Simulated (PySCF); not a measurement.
C4H6, charge -1, doublet, at a GFN2-xTB geometry of the parent state (a state made from the parent by changing its charge; the spin is typed, not shown lowest); BLYP/6-31G (PySCF).

PySCF was given this input:
```python
from pyscf import gto, scf, dft

mol = gto.M(
    atom='''
C     1.75459894    0.26377965   -0.67660968
C     0.65006782   -0.06047826    0.17782132
C    -0.68699479    0.05653341   -0.16793300
C    -1.72770442   -0.25764166    0.66056493
H     2.19484393    1.24621075   -0.67237424
H     2.20858178   -0.47942751   -1.30949762
H     0.87209543   -0.42840088    1.17912116
H    -0.91126285    0.42192830   -1.16243482
H    -2.74878768   -0.14912379    0.34462915
H    -1.55527588   -0.62434574    1.65749488
''',
    basis='6-31g',
    charge=-1,
    spin=1,
    verbose=4,
)

mf = dft.UKS(mol)
mf.xc = 'blyp'
mf.kernel()
mf.analyze()
```

What the program printed (banner, timings and long lists left out):

```
PySCF version 2.14.0

[INPUT] verbose = 4
[INPUT] num. atoms = 10
[INPUT] num. electrons = 31
[INPUT] charge = -1
[INPUT] spin (= nelec alpha-beta = 2S) = 1
[INPUT] symmetry False subgroup None
[INPUT] Mole.unit = angstrom
[INPUT] Symbol           X                Y                Z      unit          X                Y                Z       unit  Magmom
[...]
nuclear repulsion = 102.942515314185
number of shells = 32
number of NR pGTOs = 112
number of NR cGTOs = 48
basis = 6-31g
ecp = {}

******** <class 'pyscf.dft.uks.UKS'> ********
method = UKS
initial guess = minao
damping factor = 0
level_shift factor = 0
DIIS = <class 'pyscf.scf.diis.CDIIS'>
diis_start_cycle = 1
diis_space = 8
diis_damp = 0
SCF conv_tol = 1e-09
SCF conv_tol_grad = None
SCF max_cycles = 50
direct_scf = True
direct_scf_tol = 1e-13
number electrons alpha = 16  beta = 15
XC library pyscf.dft.libxc version 7.1.2
    S. Lehtola, C. Steigemann, M. J. T. Oliveira, and M. A. L. Marques,  SoftwareX 7, 1–5 (2018)
XC functionals = blyp
    A. D. Becke,  Phys. Rev. A 38, 3098 (1988)
    C. Lee, W. Yang, and R. G. Parr,  Phys. Rev. B 37, 785 (1988)
    B. Miehlich, A. Savin, H. Stoll, and H. Preuss,  Chem. Phys. Lett. 157, 200 (1989)
radial grids:
    Treutler-Ahlrichs [JCP 102, 346 (1995); DOI:10.1063/1.469408] (M4) radial grids

becke partition: Becke, JCP 88, 2547 (1988); DOI:10.1063/1.454033
pruning grids: <function nwchem_prune>
grids dens level: 3
symmetrized grids: False
atomic radii adjust function: <function treutler_atomic_radii_adjust>
small_rho_cutoff = 0
Set gradient conv threshold to 3.16228e-05
tot grids = 115320
init E= -156.01420540972

cycle= 1 E= -155.532215771621  delta_E= 0.482  |g|= 0.572  |ddm|= 2.17
cycle= 2 E= -154.271648413783  delta_E= 1.26  |g|= 1.16  |ddm|= 10.1
cycle= 3 E= -155.502753136296  delta_E= -1.23  |g|= 0.547  |ddm|= 10.1

cycle= 4 E= -155.72377777855  delta_E= -0.221  |g|= 0.23  |ddm|= 1.32
cycle= 5 E= -155.680746391496  delta_E= 0.043  |g|= 0.303  |ddm|= 1.22
cycle= 6 E= -155.741149390087  delta_E= -0.0604  |g|= 0.154  |ddm|= 1.19
cycle= 7 E= -155.749793449846  delta_E= -0.00864  |g|= 0.114  |ddm|= 0.153
cycle= 8 E= -155.754512657865  delta_E= -0.00472  |g|= 0.0757  |ddm|= 0.0977
cycle= 9 E= -155.665463536481  delta_E= 0.089  |g|= 0.323  |ddm|= 1.18
cycle= 10 E= -155.66537502  delta_E= 8.85e-05  |g|= 0.323  |ddm|= 0.00224
cycle= 11 E= -155.662480307945  delta_E= 0.00289  |g|= 0.33  |ddm|= 0.0184

cycle= 12 E= -155.657784261002  delta_E= 0.0047  |g|= 0.34  |ddm|= 0.0319

cycle= 13 E= -155.678794047699  delta_E= -0.021  |g|= 0.291  |ddm|= 0.139
cycle= 14 E= -155.677510912436  delta_E= 0.00128  |g|= 0.294  |ddm|= 0.0242
cycle= 15 E= -155.748215107696  delta_E= -0.0707  |g|= 0.122  |ddm|= 1.18
cycle= 16 E= -155.747328624695  delta_E= 0.000886  |g|= 0.127  |ddm|= 0.0124
cycle= 17 E= -155.748108137576  delta_E= -0.00078  |g|= 0.123  |ddm|= 0.0133
cycle= 18 E= -155.750083594244  delta_E= -0.00198  |g|= 0.109  |ddm|= 0.0444

cycle= 19 E= -155.652682960112  delta_E= 0.0974  |g|= 0.35  |ddm|= 1.19

cycle= 20 E= -155.654681196397  delta_E= -0.002  |g|= 0.345  |ddm|= 0.0195

cycle= 21 E= -155.65473739037  delta_E= -5.62e-05  |g|= 0.345  |ddm|= 0.00917

cycle= 22 E= -155.653939230934  delta_E= 0.000798  |g|= 0.347  |ddm|= 0.00598

cycle= 23 E= -155.648698413088  delta_E= 0.00524  |g|= 0.358  |ddm|= 0.0305

cycle= 24 E= -155.646768594139  delta_E= 0.00193  |g|= 0.363  |ddm|= 0.0128
cycle= 25 E= -155.743385701054  delta_E= -0.0966  |g|= 0.146  |ddm|= 1.21
cycle= 26 E= -155.748029839851  delta_E= -0.00464  |g|= 0.121  |ddm|= 0.063

cycle= 27 E= -155.682747686122  delta_E= 0.0653  |g|= 0.278  |ddm|= 1.19
cycle= 28 E= -155.677761200004  delta_E= 0.00499  |g|= 0.294  |ddm|= 0.042
cycle= 29 E= -155.676659907011  delta_E= 0.0011  |g|= 0.295  |ddm|= 0.022
cycle= 30 E= -155.754618380289  delta_E= -0.078  |g|= 0.0741  |ddm|= 1.18

cycle= 31 E= -155.654208206661  delta_E=  0.1  |g|= 0.346  |ddm|= 1.18

cycle= 32 E= -155.649011410868  delta_E= 0.0052  |g|= 0.357  |ddm|= 0.0295

cycle= 33 E= -155.650811996882  delta_E= -0.0018  |g|= 0.353  |ddm|= 0.00961

cycle= 34 E= -155.75899162851  delta_E= -0.108  |g|= 0.0353  |ddm|= 1.12
cycle= 35 E= -155.750866717742  delta_E= 0.00812  |g|= 0.102  |ddm|= 0.346

cycle= 36 E= -155.728305816288  delta_E= 0.0226  |g|= 0.192  |ddm|= 0.972
cycle= 37 E= -155.67733161519  delta_E= 0.051  |g|= 0.295  |ddm|= 0.557
cycle= 38 E= -155.685423677894  delta_E= -0.00809  |g|= 0.28  |ddm|= 0.115
cycle= 39 E= -155.680148957834  delta_E= 0.00527  |g|= 0.287  |ddm|= 0.0743
cycle= 40 E= -155.756537176446  delta_E= -0.0764  |g|= 0.0629  |ddm|=  1.1
cycle= 41 E= -155.701565748225  delta_E= 0.055  |g|= 0.25  |ddm|= 0.988
cycle= 42 E= -155.68565842502  delta_E= 0.0159  |g|= 0.279  |ddm|= 0.172
cycle= 43 E= -155.685281139381  delta_E= 0.000377  |g|= 0.28  |ddm|= 0.00246
cycle= 44 E= -155.686098814909  delta_E= -0.000818  |g|= 0.278  |ddm|= 0.00872
cycle= 45 E= -155.714681043048  delta_E= -0.0286  |g|= 0.223  |ddm|= 0.298
cycle= 46 E= -155.757142769576  delta_E= -0.0425  |g|= 0.0567  |ddm|= 0.902
cycle= 47 E= -155.698417172875  delta_E= 0.0587  |g|= 0.257  |ddm|= 0.999
cycle= 48 E= -155.685112236306  delta_E= 0.0133  |g|= 0.279  |ddm|= 0.152
cycle= 49 E= -155.687978946769  delta_E= -0.00287  |g|= 0.274  |ddm|= 0.0413
cycle= 50 E= -155.699412560358  delta_E= -0.0114  |g|= 0.255  |ddm|= 0.134
SCF not converged.
SCF energy = -155.699412560358 after 50 cycles  <S^2> = 0.75441509  2S+1 = 2.0044102
**** SCF Summaries ****
Total Energy =                        -155.699412560357871
Nuclear Repulsion Energy =             102.942515314185059
One-electron Energy =                 -418.572654629244539
Two-electron Energy =                  159.930726754701624
Two-electron Coulomb Energy =          184.046676171659470
DFT Exchange-Correlation Energy =      -24.115949416957847
**** MO energy ****
                             alpha | beta                alpha | beta
[...]
To work with the spin densities directly, `use mulliken_meta_spin()` only printing them here.

 ** Mulliken spin pop alpha/beta on meta-lowdin orthogonal AOs **
 ** Mulliken Spin Density (per AO)  **
spin_pop of  0 C 1s       -0.00001
spin_pop of  0 C 2s        0.02727
spin_pop of  0 C 3s       -0.00046
spin_pop of  0 C 2px       0.04881
spin_pop of  0 C 2py       0.02429
spin_pop of  0 C 2pz       0.06364
spin_pop of  0 C 3px      -0.00279
spin_pop of  0 C 3py       0.00103
spin_pop of  0 C 3pz      -0.00443
spin_pop of  1 C 1s       -0.00000
spin_pop of  1 C 2s       -0.00295
spin_pop of  1 C 3s        0.00004
spin_pop of  1 C 2px      -0.00769
spin_pop of  1 C 2py       0.37306
spin_pop of  1 C 2pz       0.04661
spin_pop of  1 C 3px      -0.00024
spin_pop of  1 C 3py       0.00374
spin_pop of  1 C 3pz       0.00032
spin_pop of  2 C 1s       -0.00000
spin_pop of  2 C 2s       -0.00258
spin_pop of  2 C 3s        0.00001
spin_pop of  2 C 2px       0.00045
spin_pop of  2 C 2py      -0.01301
spin_pop of  2 C 2pz      -0.00150
spin_pop of  2 C 3px      -0.00007
spin_pop of  2 C 3py      -0.00000
spin_pop of  2 C 3pz      -0.00000
spin_pop of  3 C 1s       -0.00000
spin_pop of  3 C 2s        0.00390
spin_pop of  3 C 3s       -0.00007
spin_pop of  3 C 2px       0.00235
spin_pop of  3 C 2py       0.36601
spin_pop of  3 C 2pz       0.06003
spin_pop of  3 C 3px      -0.00010
spin_pop of  3 C 3py       0.00639
spin_pop of  3 C 3pz       0.00095
spin_pop of  4 H 1s        0.00562
spin_pop of  4 H 2s        0.00091
spin_pop of  5 H 1s        0.00514
spin_pop of  5 H 2s        0.00098
spin_pop of  6 H 1s        0.00346
spin_pop of  6 H 2s       -0.00016
spin_pop of  7 H 1s       -0.00125
spin_pop of  7 H 2s       -0.00086
spin_pop of  8 H 1s       -0.00339
spin_pop of  8 H 2s        0.00002
spin_pop of  9 H 1s       -0.00338
spin_pop of  9 H 2s       -0.00007
 ** Mulliken Spin Density (per atom)  **
spin density of  0 C =      0.15735
spin density of  1 C =      0.41288
spin density of  2 C =     -0.01671
spin density of  3 C =      0.43946
spin density of  4 H =      0.00654
spin density of  5 H =      0.00612
spin density of  6 H =      0.00330
spin density of  7 H =     -0.00211
spin density of  8 H =     -0.00337
spin density of  9 H =     -0.00346
 ** Mulliken pop alpha/beta on meta-lowdin orthogonal AOs **
 ** Mulliken pop       alpha | beta **
In total            16.00000 | 15.00000
 ** Mulliken atomic charges   ( Nelec_alpha | Nelec_beta ) **
charge of  0C =     -1.00428  (     3.58081      3.42346 )
charge of  1C =      0.02508  (     3.19390      2.78102 )
charge of  2C =     -0.12775  (     3.05552      3.07223 )
charge of  3C =     -0.16476  (     3.30211      2.86265 )
charge of  4H =      0.06200  (     0.47227      0.46573 )
charge of  5H =      0.06205  (     0.47204      0.46592 )
charge of  6H =      0.00452  (     0.49939      0.49609 )
charge of  7H =      0.05244  (     0.47273      0.47484 )
charge of  8H =      0.04185  (     0.47739      0.48076 )
charge of  9H =      0.04885  (     0.47385      0.47731 )

WARN: System has nonzero charge -1; the dipole moment is origin-dependent.
Location of origin: [0. 0. 0.]

Dipole moment(X, Y, Z, Debye): -6.41258, -1.04185,  2.69669
```

Convergence was not reached.
